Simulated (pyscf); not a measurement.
H₂N–Si(NH₂)(NH₂)–NH₂ + H atom (H•) -> ammonia (NH₃) + H₂N–Si•(NH₂)–NH₂, a substitution at N (doublet surface; N–Si broken, H–N formed). PySCF, gas phase, ωB97X-D3(BJ)/def2-SVP geometries. Energies in eV from the separated reactants.

Small-basis levels: PySCF, no dispersion term, spherical d functions. AM1 to PM7: differences of heats of formation from MOPAC. Open shells are spin-unrestricted. 

```tsv
level	barrier	reaction energy
BP86/6-31G*	0.37	-0.34
PBE/6-31G*	0.47	-0.17
B3LYP/3-21G	0.62	+0.05
B3LYP/LANL2DZ	0.74	-0.32
B3LYP/6-31G*	0.72	-0.18
M06-2X/6-31G*	0.97	+0.16
B3LYP/6-311+G**	0.33	-0.34
PBE/def2-SVP	0.38	-0.15
AM1	-0.18	-0.67
PM3	-0.87	-0.87
PM6	-0.09	+0.31
PM7	-0.76	-0.98
ωB97M-D3(BJ)/def2-TZVP	0.83	+0.16
```

Against the last row the barrier runs from -1.70 (PM3) to +0.14 eV (M06-2X/6-31G*). At AM1, PM3, PM6, PM7 this geometry lies under one side, so the entry may be no barrier of that level: it is a single point on another level's saddle. ωB97M-D3(BJ)/def2-TZVP has limits of its own. On the product side the descent ends in a complex (not fully relaxed), 0.22 eV under the separated species and 1.04 eV under the saddle at ωB97X-D3(BJ)/def2-TZVP. At ωB97X-D3(BJ) the barrier from the zero used here is 0.97 eV. Abstraction by the radical was not located in this set and often lies lower. This is the saddle that the search found; another between the same sides may lie lower. The angle at the attacked N is 124°.
